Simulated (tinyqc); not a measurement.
UHF in the sto-3g basis, for BH, spin multiplicity 3, step by step (part 2 of 2). Computed by tinyqc, a small Python program that keeps every step (integrals from PySCF). Command: `OMP_NUM_THREADS=1 python tinyqc.py 26073 26074 out.jsonl` (the two numbers bound the seeds that draw the settings). One thread of a shared host (Intel(R) Xeon(R) Processor @ 2.60GHz), about 0.1 s of CPU time with the checks.

Geometry (angstrom):
```
atom         x         y         z
B     0.000000  0.000000  0.000000
H     0.000000  0.000000  1.253000
```

## Iteration 2: diagonalisation and new density

extrapolated F(alpha) (hartree), order 1B 1s, 1B 2s, 1B 2px, 1B 2py, 1B 2pz, 2H 1s:
$$\begin{pmatrix}
-7.337575 & -2.166680 & 0.000000 & 0.000000 & -0.002790 & -0.477103 \\
-2.166680 & -1.128155 & 0.000000 & 0.000000 & 0.035898 & -0.531109 \\
0.000000 & 0.000000 & 0.234098 & 0.068386 & 0.000000 & 0.000000 \\
0.000000 & 0.000000 & 0.068386 & -0.238388 & 0.000000 & 0.000000 \\
-0.002790 & 0.035898 & 0.000000 & 0.000000 & -0.192782 & -0.393081 \\
-0.477103 & -0.531109 & 0.000000 & 0.000000 & -0.393081 & -0.365415
\end{pmatrix}$$

extrapolated F(beta) (hartree), order 1B 1s, 1B 2s, 1B 2px, 1B 2py, 1B 2pz, 2H 1s:
$$\begin{pmatrix}
-7.273891 & -2.132223 & 0.000000 & 0.000000 & 0.001469 & -0.464359 \\
-2.132223 & -0.716303 & 0.000000 & 0.000000 & -0.243229 & -0.510847 \\
0.000000 & 0.000000 & 0.352599 & -0.008795 & 0.000000 & 0.000000 \\
0.000000 & 0.000000 & -0.008795 & 0.413364 & 0.000000 & 0.000000 \\
0.001469 & -0.243229 & 0.000000 & 0.000000 & 0.173250 & -0.348303 \\
-0.464359 & -0.510847 & 0.000000 & 0.000000 & -0.348303 & -0.327119
\end{pmatrix}$$

X, order 1B 1s, 1B 2s, 1B 2px, 1B 2py, 1B 2pz, 2H 1s:
$$\begin{pmatrix}
1.030273 & -0.153310 & 0.000000 & 0.000000 & -0.012373 & 0.027536 \\
-0.153310 & 1.143408 & 0.000000 & 0.000000 & 0.117229 & -0.316774 \\
0.000000 & 0.000000 & 1.000000 & 0.000000 & 0.000000 & 0.000000 \\
0.000000 & 0.000000 & 0.000000 & 1.000000 & 0.000000 & 0.000000 \\
-0.012373 & 0.117229 & 0.000000 & 0.000000 & 1.119859 & -0.325227 \\
0.027536 & -0.316774 & 0.000000 & 0.000000 & -0.325227 & 1.229936
\end{pmatrix}$$

Diagonalise F' = X^T F X, C = X C', fill 4 alpha and 2 beta electrons from the bottom; D(s) = C_occ C_occ^T. Each column has its largest component positive (the first on a tie).

F' = X^T F X (alpha) (hartree):
$$\begin{pmatrix}
-7.153034 & -1.132208 & 0.000000 & 0.000000 & -0.037346 & -0.047611 \\
-1.132208 & -0.549772 & 0.000000 & 0.000000 & 0.234440 & -0.402206 \\
0.000000 & 0.000000 & 0.234098 & 0.068386 & 0.000000 & 0.000000 \\
0.000000 & 0.000000 & 0.068386 & -0.238388 & 0.000000 & 0.000000 \\
-0.037346 & 0.234440 & 0.000000 & 0.000000 & 0.041731 & -0.471662 \\
-0.047611 & -0.402206 & 0.000000 & 0.000000 & -0.471662 & 0.049315
\end{pmatrix}$$

orbital energies (alpha) (hartree): MO1 -7.343509, MO2 -0.599887, MO3 -0.372624, MO4 -0.248087, MO5 0.243797, MO6 0.704261

coefficients C (alpha), order 1B 1s, 1B 2s, 1B 2px, 1B 2py, 1B 2pz, 2H 1s:
$$\begin{pmatrix}
0.991071 & -0.255433 & 0.136216 & 0.000000 & 0.000000 & 0.140908 \\
0.032951 & 0.768406 & -0.559686 & 0.000000 & 0.000000 & -0.734978 \\
0.000000 & 0.000000 & 0.000000 & -0.140420 & 0.990092 & 0.000000 \\
0.000000 & 0.000000 & 0.000000 & 0.990092 & 0.140420 & 0.000000 \\
0.002975 & 0.043904 & 0.665030 & 0.000000 & 0.000000 & -0.964132 \\
-0.006498 & 0.407105 & 0.451893 & 0.000000 & 0.000000 & 1.161738
\end{pmatrix}$$

F' = X^T F X (beta) (hartree):
$$\begin{pmatrix}
-7.087201 & -1.166711 & 0.000000 & 0.000000 & 0.004855 & -0.039785 \\
-1.166711 & -0.104782 & 0.000000 & 0.000000 & -0.046521 & -0.424292 \\
0.000000 & 0.000000 & 0.352599 & -0.008795 & 0.000000 & 0.000000 \\
0.000000 & 0.000000 & -0.008795 & 0.413364 & 0.000000 & 0.000000 \\
0.004855 & -0.046521 & 0.000000 & 0.000000 & 0.402920 & -0.454439 \\
-0.039785 & -0.424292 & 0.000000 & 0.000000 & -0.454439 & 0.078398
\end{pmatrix}$$

orbital energies (beta) (hartree): MO1 -7.278575, MO2 -0.486499, MO3 0.261962, MO4 0.351352, MO5 0.414611, MO6 0.792447

coefficients C (beta), order 1B 1s, 1B 2s, 1B 2px, 1B 2py, 1B 2pz, 2H 1s:
$$\begin{pmatrix}
0.992309 & -0.173053 & -0.238171 & 0.000000 & 0.000000 & 0.120536 \\
0.028702 & 0.459057 & 0.895517 & 0.000000 & 0.000000 & -0.656861 \\
0.000000 & 0.000000 & 0.000000 & 0.990092 & -0.140420 & 0.000000 \\
0.000000 & 0.000000 & 0.000000 & 0.140420 & 0.990092 & 0.000000 \\
0.003291 & 0.277806 & -0.484804 & 0.000000 & 0.000000 & -1.030305 \\
-0.006240 & 0.587450 & -0.372334 & 0.000000 & 0.000000 & 1.111688
\end{pmatrix}$$

D(alpha) after iteration 2, order 1B 1s, 1B 2s, 1B 2px, 1B 2py, 1B 2pz, 2H 1s:
$$\begin{pmatrix}
1.066023 & -0.239857 & 0.000000 & 0.000000 & 0.082322 & -0.048873 \\
-0.239857 & 0.904782 & 0.000000 & 0.000000 & -0.338374 & 0.059689 \\
0.000000 & 0.000000 & 0.019718 & -0.139029 & 0.000000 & 0.000000 \\
0.000000 & 0.000000 & -0.139029 & 0.980282 & 0.000000 & 0.000000 \\
0.082322 & -0.338374 & 0.000000 & 0.000000 & 0.444202 & 0.318376 \\
-0.048873 & 0.059689 & 0.000000 & 0.000000 & 0.318376 & 0.369983
\end{pmatrix}$$

D(beta) after iteration 2, order 1B 1s, 1B 2s, 1B 2px, 1B 2py, 1B 2pz, 2H 1s:
$$\begin{pmatrix}
1.014624 & -0.050960 & 0.000000 & 0.000000 & -0.044809 & -0.107852 \\
-0.050960 & 0.211558 & 0.000000 & 0.000000 & 0.127624 & 0.269494 \\
0.000000 & 0.000000 & 0.000000 & 0.000000 & 0.000000 & 0.000000 \\
0.000000 & 0.000000 & 0.000000 & 0.000000 & 0.000000 & 0.000000 \\
-0.044809 & 0.127624 & 0.000000 & 0.000000 & 0.077187 & 0.163177 \\
-0.107852 & 0.269494 & 0.000000 & 0.000000 & 0.163177 & 0.345136
\end{pmatrix}$$

## Iteration 9 (converged): orbitals

converged F(alpha) (hartree), order 1B 1s, 1B 2s, 1B 2px, 1B 2py, 1B 2pz, 2H 1s:
$$\begin{pmatrix}
-7.324557 & -2.164120 & 0.000000 & 0.000000 & -0.002523 & -0.476639 \\
-2.164120 & -1.120119 & 0.000000 & 0.000000 & 0.040369 & -0.522834 \\
0.000000 & 0.000000 & 0.238687 & 0.068386 & 0.000000 & 0.000000 \\
0.000000 & 0.000000 & 0.068386 & -0.233799 & 0.000000 & 0.000000 \\
-0.002523 & 0.040369 & 0.000000 & 0.000000 & -0.182535 & -0.378871 \\
-0.476639 & -0.522834 & 0.000000 & 0.000000 & -0.378871 & -0.360958
\end{pmatrix}$$

converged F(beta) (hartree), order 1B 1s, 1B 2s, 1B 2px, 1B 2py, 1B 2pz, 2H 1s:
$$\begin{pmatrix}
-7.263723 & -2.127880 & 0.000000 & 0.000000 & -0.000713 & -0.464305 \\
-2.127880 & -0.714420 & 0.000000 & 0.000000 & -0.242988 & -0.499994 \\
0.000000 & 0.000000 & 0.354879 & -0.008795 & 0.000000 & 0.000000 \\
0.000000 & 0.000000 & -0.008795 & 0.415644 & 0.000000 & 0.000000 \\
-0.000713 & -0.242988 & 0.000000 & 0.000000 & 0.183323 & -0.334147 \\
-0.464305 & -0.499994 & 0.000000 & 0.000000 & -0.334147 & -0.310030
\end{pmatrix}$$

As before.

F' = X^T F X (alpha) (hartree):
$$\begin{pmatrix}
-7.139873 & -1.132152 & 0.000000 & 0.000000 & -0.037212 & -0.048743 \\
-1.132152 & -0.545085 & 0.000000 & 0.000000 & 0.234061 & -0.393019 \\
0.000000 & 0.000000 & 0.238687 & 0.068386 & 0.000000 & 0.000000 \\
0.000000 & 0.000000 & 0.068386 & -0.233799 & 0.000000 & 0.000000 \\
-0.037212 & 0.234061 & 0.000000 & 0.000000 & 0.045346 & -0.456097 \\
-0.048743 & -0.393019 & 0.000000 & 0.000000 & -0.456097 & 0.041042
\end{pmatrix}$$

orbital energies (alpha) (hartree): MO1 -7.330554, MO2 -0.588797, MO3 -0.363584, MO4 -0.243498, MO5 0.248386, MO6 0.684365

coefficients C (alpha), order 1B 1s, 1B 2s, 1B 2px, 1B 2py, 1B 2pz, 2H 1s:
$$\begin{pmatrix}
0.991017 & -0.257893 & 0.131149 & 0.000000 & 0.000000 & 0.141614 \\
0.033145 & 0.777321 & -0.545343 & 0.000000 & 0.000000 & -0.736375 \\
0.000000 & 0.000000 & 0.000000 & -0.140420 & 0.990092 & 0.000000 \\
0.000000 & 0.000000 & 0.000000 & 0.990092 & 0.140420 & 0.000000 \\
0.002945 & 0.024506 & 0.661896 & 0.000000 & 0.000000 & -0.966973 \\
-0.006544 & 0.402279 & 0.465642 & 0.000000 & 0.000000 & 1.157983
\end{pmatrix}$$

F' = X^T F X (beta) (hartree):
$$\begin{pmatrix}
-7.077763 & -1.162916 & 0.000000 & 0.000000 & 0.003424 & -0.041892 \\
-1.162916 & -0.110516 & 0.000000 & 0.000000 & -0.052614 & -0.412086 \\
0.000000 & 0.000000 & 0.354879 & -0.008795 & 0.000000 & 0.000000 \\
0.000000 & 0.000000 & -0.008795 & 0.415644 & 0.000000 & 0.000000 \\
0.003424 & -0.052614 & 0.000000 & 0.000000 & 0.406360 & -0.441480 \\
-0.041892 & -0.412086 & 0.000000 & 0.000000 & -0.441480 & 0.085746
\end{pmatrix}$$

orbital energies (beta) (hartree): MO1 -7.268333, MO2 -0.469160, MO3 0.264029, MO4 0.353632, MO5 0.416891, MO6 0.777292

coefficients C (beta), order 1B 1s, 1B 2s, 1B 2px, 1B 2py, 1B 2pz, 2H 1s:
$$\begin{pmatrix}
0.992363 & -0.175739 & -0.238174 & 0.000000 & 0.000000 & 0.116120 \\
0.028519 & 0.469838 & 0.901799 & 0.000000 & 0.000000 & -0.640446 \\
0.000000 & 0.000000 & 0.000000 & 0.990092 & -0.140420 & 0.000000 \\
0.000000 & 0.000000 & 0.000000 & 0.140420 & 0.990092 & 0.000000 \\
0.003585 & 0.277321 & -0.470527 & 0.000000 & 0.000000 & -1.037032 \\
-0.006245 & 0.579674 & -0.395816 & 0.000000 & 0.000000 & 1.107649
\end{pmatrix}$$

D(alpha) after iteration 9, order 1B 1s, 1B 2s, 1B 2px, 1B 2py, 1B 2pz, 2H 1s:
$$\begin{pmatrix}
1.065823 & -0.239140 & 0.000000 & 0.000000 & 0.083405 & -0.049162 \\
-0.239140 & 0.902726 & 0.000000 & 0.000000 & -0.341814 & 0.058548 \\
0.000000 & 0.000000 & 0.019718 & -0.139029 & 0.000000 & 0.000000 \\
0.000000 & 0.000000 & -0.139029 & 0.980282 & 0.000000 & 0.000000 \\
0.083405 & -0.341814 & 0.000000 & 0.000000 & 0.438716 & 0.318046 \\
-0.049162 & 0.058548 & 0.000000 & 0.000000 & 0.318046 & 0.378694
\end{pmatrix}$$

D(beta) after iteration 9, order 1B 1s, 1B 2s, 1B 2px, 1B 2py, 1B 2pz, 2H 1s:
$$\begin{pmatrix}
1.015667 & -0.054268 & 0.000000 & 0.000000 & -0.045179 & -0.108068 \\
-0.054268 & 0.221561 & 0.000000 & 0.000000 & 0.130398 & 0.272175 \\
0.000000 & 0.000000 & 0.000000 & 0.000000 & 0.000000 & 0.000000 \\
0.000000 & 0.000000 & 0.000000 & 0.000000 & 0.000000 & 0.000000 \\
-0.045179 & 0.130398 & 0.000000 & 0.000000 & 0.076920 & 0.160734 \\
-0.108068 & 0.272175 & 0.000000 & 0.000000 & 0.160734 & 0.336061
\end{pmatrix}$$

## Convergence

Stop when the energy changes by less than 1e-10 hartree and every element of the error matrix X^T (F D S - S D F) X (for each spin) is below 3e-06.

Course of the cycle:
```
iteration   E (hartree)     change  largest element of the error matrix
1          -24.20493452          -                             3.25e-01
2          -24.73808795  -5.33e-01                             5.48e-02
3          -24.74595570  -7.87e-03                             2.45e-03
4          -24.74598111  -2.54e-05                             1.53e-03
5          -24.74599499  -1.39e-05                             6.75e-04
6          -24.74599819  -3.20e-06                             1.20e-04
7          -24.74599825  -6.71e-08                             1.60e-05
8          -24.74599825  -1.29e-09                             2.93e-06
9          -24.74599825  -4.78e-11                             2.83e-07
```

PySCF UHF in the same basis, after a stability check = -24.74599825 hartree

Converged in 9 iterations.

## Populations, bond orders and dipole

overlap S, order 1B 1s, 1B 2s, 1B 2px, 1B 2py, 1B 2pz, 2H 1s:
$$\begin{pmatrix}
1.000000 & 0.269328 & 0.000000 & 0.000000 & 0.000000 & 0.057609 \\
0.269328 & 1.000000 & 0.000000 & 0.000000 & 0.000000 & 0.443841 \\
0.000000 & 0.000000 & 1.000000 & 0.000000 & 0.000000 & 0.000000 \\
0.000000 & 0.000000 & 0.000000 & 1.000000 & 0.000000 & 0.000000 \\
0.000000 & 0.000000 & 0.000000 & 0.000000 & 1.000000 & 0.466203 \\
0.057609 & 0.443841 & 0.000000 & 0.000000 & 0.466203 & 1.000000
\end{pmatrix}$$

Mulliken: Z minus the diagonal of D S on the atom; Loewdin: the same with S^(1/2) D S^(1/2); Mayer order: 2 sum_s sum (D(s) S)_ij (D(s) S)_ji over the two atoms.

Charges (e):
```
atom   Mulliken    Loewdin  Mulliken spin
1B     0.075693   0.065564       1.975450
2H    -0.075693  -0.065564       0.024550
```

Mayer bond orders:
```
pair     order
2-1   0.993668
```

dipole moment about the origin, x y z (debye): [0.000000, 0.000000, -0.548199]

<S^2> of the determinant (pure state: 2) = 2.000340
